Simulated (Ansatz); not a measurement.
**Other spins and charges of HGeP, triplet at one geometry**

Geometry (PBE0/def2-TZVP stationary point for this spin, not checked as a minimum):

```yaml
atoms:
  - { symbol: Ge, position_ang: [0.0000, -0.0317, 0.6858] }
  - { symbol: P, position_ang: [0.0000, 0.0234, -1.6341] }
  - { symbol: H, position_ang: [0.0000, 1.5630, 0.7900] }
```

Basis cc-pVDZ; Ansatz 0.2.0. Correlated methods freeze the noble-gas cores and the filled d shells of p-block atoms. R marks a restricted (for open shells ROHF) determinant, U an unrestricted one. Active spaces: valence = (10e, 9o) chosen from the atoms' valence shells. No spin–orbit coupling is included, and no scalar relativity.

Gaps are energies of the second state less the first, at fixed atoms, for a selection of the levels run; each method lands on the state that its own search finds for that charge and spin.

For open shells CISD is restricted-active-space CI with the open shells as a complete middle space.

Question: PBE gives 8.662 eV for removing an electron, to the quartet. Estimate what UCCSDT(Q) gives in cc-pVDZ.

Answer: UCCSDT(Q) in cc-pVDZ gives 8.328 eV, so against it PBE is off by 0.334 eV, of which a good part can be the reference's own basis and frozen-core error.

```csv
level,gap (eV),error (meV)
UCCSD,8.316,-12
BCCD(T),8.331,3
CASSCF (valence space),7.680,-648
MRCISD+Q (valence space),8.294,-34
r2SCAN,8.724,396
PBE0,8.698,370
B3LYP,8.742,414
wB97M-V,8.660,332
RPA-PBE,8.529,201
```

Question: PBE gives 1.700 eV for quintet less triplet. Estimate what UCCSDT(Q) gives in cc-pVDZ.

Answer: UCCSDT(Q) in cc-pVDZ gives 1.479 eV, so against it PBE is off by 0.221 eV, of which a good part can be the reference's own basis and frozen-core error.

| level | gap (eV) | error (meV) |
| --- | --- | --- |
| UMP2 | 1.360 | -119 |
| CISD | 1.328 | -151 |
| UCCSD(T) | 1.470 | -9 |
| BCCD(T) | 1.479 | 0 |
| UCCSDT | 1.477 | -2 |
| r2SCAN | 1.500 | 21 |
| PBE0 | 1.583 | 104 |
| wB97M-V | 1.724 | 245 |
| B2PLYP | 1.657 | 178 |
| RPA-PBE | 1.623 | 144 |

In so small a basis the reference is far from its limit while semilocal and hybrid functionals are nearer theirs (RPA and double hybrids share part of the reference's basis error), so the functionals' errors here hold much of the reference's basis and frozen-core error, which can add to them or hide them.

Full CI isn't at hand for all of this; UCCSDT(Q) serves as the reference, and is uncertain by the last step of the cluster series or more. The frozen core follows each run's orbitals, which can shift R against U totals by a few meV for light atoms and by up to 0.1 eV past Ca.
